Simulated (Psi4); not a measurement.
**UMP3/aug-cc-pVDZ run of C2HF2 (SMILES [CH]=C(F)F)**

What is the vertical ionisation energy of C2HF2 at UMP3/aug-cc-pVDZ? Input form: a Python script.

The calculation is run with Psi4 1.11.

5 further runs of the same task are left out: 4 that didn't finish, 1 set aside as unsound or not needed.

## Step 1: The structure to begin with

The species is C2HF2 (5 atoms), meant as a doublet with charge 0. As SMILES, `[CH]=C(F)F`. The shape is that of a PBE0-D4/def2-TZVP optimisation.

Bond lengths: C1–C2 1.301 Å, C2–F3 1.313 Å, C2–F4 1.320 Å, C1–H5 1.072 Å. Angles: C1–C2–F3 125.0°, C1–C2–F4 125.4°, F3–C2–F4 109.6°, C2–C1–H5 140.6°.

## Step 2: The energy at UMP3/aug-cc-pVDZ

Contents of c2hf2.xyz:

```xyz
5
C2HF2
C     -0.028200     0.912700    -0.014900
C      0.163600    -0.366100     0.124600
F      1.043800    -0.911700     0.932500
F     -0.492600    -1.313200    -0.520300
H     -0.636600     1.604500    -0.563400
```

Contents of run.py:

```python
import psi4

psi4.set_memory(1600000000)
psi4.set_num_threads(1)
psi4.set_output_file('psi4.out', False)

with open('c2hf2.xyz') as f:
    atoms = ''.join(f.readlines()[2:])
m = psi4.geometry('0 2\n' + atoms + 'symmetry c1\nno_reorient\nno_com')

psi4.set_options({
    'basis': 'aug-cc-pVDZ',
    'reference': 'uhf',
    'puream': True,
    'e_convergence': 1e-09,
    'd_convergence': 1e-08,
    'scf_type': 'pk',
    'num_frozen_docc': 4,
    'maxiter': 100,
    'mp_type': 'conv',
})

E, wfn = psi4.energy("mp3", molecule=m, return_wfn=True)
print('E =', round(E, 9))
for k, v in sorted(psi4.core.scalar_variables().items()):
    print(f'{k:45s} {v:18.10f}')
```

On the command line:

```sh
$ python run.py
```

psi4.out:

```text
[...]
  Running in c1 symmetry.
[...]
  Nuclear repulsion =  109.976039922827624
[...]
  Multiplicity = 2
[...]
  Nalpha       = 16
  Nbeta        = 15
[...]
    Number of basis functions: 101
[...]
   @UHF iter   1:  -275.04449919986064   -7.12233e-01   3.72011e-03 ADIIS/DIIS
[...]
   @UHF iter  17:  -275.12349235093905   -1.09139e-11   6.07232e-09 DIIS
[...]
   @S^2 Observed:                9.024297220E-01
[...]
    Orbital Energies [Eh]
    ---------------------
    Alpha Occupied:
       1A    -26.361169     2A    -26.360849     3A    -11.430370
       4A    -11.292954     5A     -1.713266     6A     -1.648607
       7A     -1.096918     8A     -0.892530     9A     -0.813290
      10A     -0.765953    11A     -0.755713    12A     -0.684284
      13A     -0.672205    14A     -0.665200    15A     -0.475777
      16A     -0.431992
    Alpha Virtual:
      17A      0.034653    18A      0.075100    19A      0.096568
      20A      0.104340    21A      0.119003    22A      0.120476
      23A      0.126691    24A      0.156823    25A      0.206752
[...]
  @UHF Final Energy:  -275.12349235093905
   => Energetics <=
    Nuclear Repulsion Energy =            109.9760399228276242
    One-Electron Energy =                -598.7030373997142760
    Two-Electron Energy =                 213.6035051259476063
    Total Energy =                       -275.1234923509390455
  UHF NO Occupations:
  HONO-2 :   14  A 1.9962440
  HONO-1 :   15  A 1.9268401
[...]
 Multipole Moments:
 ------------------------------------------------------------------------------------
     Multipole            Electronic (a.u.)      Nuclear  (a.u.)        Total (a.u.)
 ------------------------------------------------------------------------------------
 L = 1.  Multiply by 2.5417464519 to convert [e a0] to [Debye]
 Dipole X            :         -9.9490251            9.7067672           -0.2422579
 Dipole Y            :         29.1800314          -28.6104535            0.5695778
 Dipole Z            :         -7.3988050            7.1896520           -0.2091529
 Magnitude           :                                                    0.6533397
[...]
	SCS-MP2 Total Energy (a.u.)        :  -275.72838245667737
	SOS-MP2 Total Energy (a.u.)        :  -275.71677619590417
[...]
	SOS-PI-MP2 Total Energy (a.u.)     :  -275.76241341474764
[...]
	MP2 Total Energy (a.u.)            :  -275.75159497822386
[...]
	SCS-MP3 Total Energy (a.u.)        :  -275.73172791813806
[...]
	MP3 Total Energy (a.u.)            :  -275.76497682406676
[...]
```

Wall time 47 s (1 thread of Intel Xeon Platinum 8259CL at 2.50GHz (Skylake/Cascade Lake), shared host); peak memory 1 GiB.

## Step 3: The singlet cation at the same level

c2hf2.xyz is that of step 2.

Contents of job.py:

```python
import psi4

psi4.set_memory('1600 MB')
psi4.set_num_threads(1)
psi4.core.set_output_file('c2hf2.out', False)

with open('c2hf2.xyz') as f:
    atoms = ''.join(f.readlines()[2:])
molecule = psi4.geometry('1 1\n' + atoms + 'symmetry c1')

options = {'basis': 'aug-cc-pVDZ', 'reference': 'rhf', 'puream': True, 'e_convergence': 1e-09, 'd_convergence': 1e-08, 'scf_type': 'pk', 'num_frozen_docc': 4, 'mp_type': 'conv'}
psi4.set_options(options)

result, w = psi4.energy("mp3", return_wfn=True)
print('E =', round(result, 9))
```

On the command line:

```sh
$ python job.py
```

c2hf2.out:

```text
[...]
  Running in c1 symmetry.
[...]
  Nuclear repulsion =  109.976039922827638
[...]
  Multiplicity = 1
[...]
  Nalpha       = 15
  Nbeta        = 15
[...]
    Number of basis functions: 101
[...]
   @RHF iter   1:  -274.63801323934734   -3.05747e-01   3.86831e-03 DIIS/ADIIS
[...]
   @RHF iter  13:  -274.72109618798561   -2.38742e-12   3.54799e-09 DIIS
[...]
    Orbital Energies [Eh]
    ---------------------
    Doubly Occupied:
       1A    -26.649312     2A    -26.635751     3A    -11.780946
       4A    -11.694574     5A     -1.987097     6A     -1.917946
       7A     -1.408433     8A     -1.161930     9A     -1.081888
      10A     -1.056359    11A     -1.037260    12A     -0.952595
      13A     -0.952294    14A     -0.932278    15A     -0.745032
[...]
  @RHF Final Energy:  -274.72109618798561
   => Energetics <=
    Nuclear Repulsion Energy =            109.9760399228276384
    One-Electron Energy =                -589.4068856568121646
    Two-Electron Energy =                 204.7097495459989318
    Total Energy =                       -274.7210961879856086
[...]
 Multipole Moments:
 ------------------------------------------------------------------------------------
     Multipole            Electronic (a.u.)      Nuclear  (a.u.)        Total (a.u.)
 ------------------------------------------------------------------------------------
 L = 1.  Multiply by 2.5417464519 to convert [e a0] to [Debye]
 Dipole X            :          0.5123089           -0.9441848           -0.4318759
 Dipole Y            :         -0.7503258            3.0893831            2.3390573
 Dipole Z            :          0.4565699           -0.7877571           -0.3311872
 Magnitude           :                                                    2.4015392
[...]
	SCS-MP2 Total Energy (a.u.)        :  -275.32628307957930
	SOS-MP2 Total Energy (a.u.)        :  -275.31757407656022
[...]
	SOS-PI-MP2 Total Energy (a.u.)     :  -275.36345699106596
[...]
	MP2 Total Energy (a.u.)            :  -275.34370108561745
[...]
	SCS-MP3 Total Energy (a.u.)        :  -275.32923402962058
[...]
	MP3 Total Energy (a.u.)            :  -275.35550488578247
[...]
```

On the terminal:

```text
E = -275.355504886
```

Wall time 24 s (1 thread of Intel Xeon Platinum 8259CL at 2.50GHz (Skylake/Cascade Lake), shared host); peak memory 1 GiB.

## Step 4: Summary of results

Level: UMP3/aug-cc-pVDZ, 4 core orbitals frozen.

```
                                                                 quantity          value
                                              doublet C2HF2: total energy  -275.76498 Eh
doublet C2HF2: HOMO energy (Hartree–Fock orbitals) (highest over α and β)      -10.92 eV
 doublet C2HF2: LUMO energy (Hartree–Fock orbitals) (lowest over α and β)        0.94 eV
               doublet C2HF2: correlation energy (4 core orbitals frozen)     -641.5 mEh
                         doublet C2HF2: ⟨S²⟩ of the reference determinant          0.902
                                             singlet cation: total energy  -275.35550 Eh
                      singlet cation: HOMO energy (Hartree–Fock orbitals)      -20.27 eV
                      singlet cation: LUMO energy (Hartree–Fock orbitals)       -9.06 eV
                    singlet cation: HOMO–LUMO gap (Hartree–Fock orbitals)       11.21 eV
              singlet cation: correlation energy (4 core orbitals frozen)     -634.4 mEh
                       vertical ionisation energy (to the singlet cation)      11.142 eV
```

What this shows: Removing an electron at fixed nuclei costs 11.14 eV (257 kcal/mol). Only the singlet of the ionised species was computed; a triplet could lie lower. ⟨S²⟩ (doublet C2HF2) is 0.90 where a pure doublet has 0.75: the reference is spin-contaminated.
